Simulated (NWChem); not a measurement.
## FLi in NWChem

SMILES: [F][Li]
```xyz
2

Li     0.0000     0.0000    -1.1467
F      0.0000     0.0000     0.3822
```
Charge 0, spin multiplicity 1.

The numbers come from NWChem runs, not from measurements. The geometry was optimised at B3LYP/def2-SVP, a minimum by its harmonic frequencies.

Symmetry labels belong to the abelian group C2v used in the runs, with the axes of the coordinates shown; states degenerate in a higher group split over its labels.

The structure started from a generated list of species.

List the lowest 4 singlet excitations that TDA-BHandHLYP/def2-SVPD gives, with oscillator strengths.


```tsv
state	symmetry	energy (eV)	wavelength (nm)	f
1	b2	6.75	184	0.026
2	b1	6.75	184	0.026
3	a1	7.21	172	0.001
4	a1	8.37	148	0.000
```
